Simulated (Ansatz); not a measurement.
Grey tin (α-Sn), treated with r²SCAN+rVV10 (Ansatz, an electronic-structure program, plane waves, PAW).

Settings: plane-wave cutoff 560 eV, 10×10×10 k mesh, Fermi–Dirac smearing 0.01 eV, scalar-relativistic PAW data made under PBE.

Equation-of-state points:

```json
[
 {"V (Å³/atom)": "32.756", "E − E_lowest (meV/atom)": "19.99", "P (GPa)": "3.26"},
 {"V (Å³/atom)": "33.453", "E − E_lowest (meV/atom)": "8.51", "P (GPa)": "2.04"},
 {"V (Å³/atom)": "34.150", "E − E_lowest (meV/atom)": "2.03", "P (GPa)": "0.96"},
 {"V (Å³/atom)": "34.846", "E − E_lowest (meV/atom)": "0.00", "P (GPa)": "0.00"},
 {"V (Å³/atom)": "35.543", "E − E_lowest (meV/atom)": "1.92", "P (GPa)": "-0.86"},
 {"V (Å³/atom)": "36.240", "E − E_lowest (meV/atom)": "7.32", "P (GPa)": "-1.61"},
 {"V (Å³/atom)": "36.937", "E − E_lowest (meV/atom)": "15.81", "P (GPa)": "-2.29"}
]
```

Q: What bulk modulus B0 and pressure derivative B′ does a third-order Birch–Murnaghan fit give?

A: V0 = 34.844 Å³/atom, B0 = 45.2 GPa, B′ = 5.0 (fit to the energies at full precision).

Measured, for comparison: bulk modulus 42.8 GPa (0 K value with the zero-point phonon effect removed; as tabulated in Mejia-Rodriguez and Trickey (2018), arXiv:1807.09216); equilibrium volume per atom 33.97 Å³/atom (static lattice: zero-point anharmonic expansion removed; as tabulated in Mejia-Rodriguez and Trickey (2018), arXiv:1807.09216). Computed (rounded) less measured: bulk modulus +6 %, equilibrium volume per atom +2.6 %.

Spin–orbit coupling is not included; it can open a gap where bands touch, and shift volumes and moduli.

Static lattice: no zero-point or thermal effects.
